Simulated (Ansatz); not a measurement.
A nudged elastic band was laid between two geometries of BH₈NSi (11 atoms, charge 0, multiplicity 1).

The calculation used Ansatz, RHF/cc-pVDZ.

* movable images: 9
* climbing image: yes
* spring: 5.0 eV/Å²
* optimiser: quadratic models (default)
* start path: through a guess of the saddle point
* force threshold: 0.5 eV/Å
* iteration limit: 60
* end points: relaxed

Initial state:

```xyz
11
Properties=species:S:1:pos:R:3
B 0.140 -0.297 0.015
H 0.397 0.692 0.679
H 1.110 -0.752 -0.573
H -0.850 -0.184 -0.687
N -0.269 -1.491 1.163
H -0.719 -2.248 0.669
Si 1.187 -2.087 2.070
H 1.941 -2.951 1.141
H 1.952 -0.913 2.526
H 0.709 -2.878 3.233
H -0.973 -1.104 1.773
```

Final state:

```xyz
11
Properties=species:S:1:pos:R:3
B 0.470 -0.969 -0.371
H -1.759 1.755 2.103
H 1.440 -0.261 -0.331
H -0.391 -0.779 -1.188
N 0.342 -2.027 0.543
H -0.492 -2.581 0.458
Si 1.459 -2.504 1.821
H 1.879 -3.918 1.635
H 2.636 -1.607 1.766
H 0.799 -2.401 3.150
H -1.758 1.078 2.420
```

Task: What changes between the two ends?

Result: Bonds broken: B1–H2, N5–H11. Bonds formed: H2–H11. BH8NSi becomes BH6NSi + H2.

Task: What energy profile does the band end with?

Result: The forces met the threshold. The highest image is number 6 of 0 to 10, 44.4 kcal/mol above the first end and 51.8 kcal/mol above the last; the last end lies 7.4 kcal/mol below the first. The threshold of 0.5 eV/Å is loose, so the images may lie well off the minimum-energy path. The profile has 2 maxima (images 1, 6) with wells between them (image 3): this band takes more than one step, which may be the mechanism or a detour left from its start path. Neighbouring images differ by up to 2.0 eV, so the band resolves the path poorly. The order of the point at the top wasn't checked. The orbitals stay closed-shell, which can raise the energy where a bond breaks towards radicals; this wasn't checked here.

```
image  path coordinate (Å)  energy (kcal/mol)  B1–H2 (Å)  N5–H11 (Å)  H2–H11 (Å)
    0                 0.00                0.0       1.22        1.01        2.51
    1                 1.10                0.9       1.22        1.01        2.55
    2                 2.20                0.8       1.22        1.01        2.62
    3                 3.31                0.0       1.22        1.01        2.64
    4                 4.41                0.0       1.22        1.01        2.49
    5                 5.51                1.2       1.22        1.01        2.29
    6                 6.61               44.4       1.36        1.33        1.04
    7                 7.85               -1.5       2.42        2.48        0.75
    8                 9.09               -6.6       3.30        3.44        0.75
    9                10.32               -7.2       3.84        3.40        0.75
   10                11.56               -7.4       4.30        4.19        0.75
```

Task: What is the geometry of the highest image?

Result: 
```xyz
11
Properties=species:S:1:pos:R:3:forces:R:3
B -0.035 -0.253 0.284 -0.13 0.35 -0.12
H -1.072 0.177 1.046 -0.07 -0.06 0.07
H 0.886 0.452 0.604 0.03 -0.06 0.04
H -0.453 -0.198 -0.841 0.05 -0.05 -0.03
N 0.002 -1.741 0.884 -0.06 -0.12 0.05
H -0.306 -2.427 0.215 -0.16 0.09 0.09
Si 1.345 -2.250 1.912 0.03 0.13 0.17
H 1.122 -3.640 2.390 -0.06 0.01 -0.06
H 2.640 -2.189 1.189 0.02 -0.02 -0.03
H 1.384 -1.320 3.068 0.02 -0.03 0.00
H -0.887 -0.825 1.255 0.33 -0.23 -0.18
```

Time of the run: 4.2 min on 1 thread of Arm Neoverse V1 (shared host), peak memory 0.16 GiB.
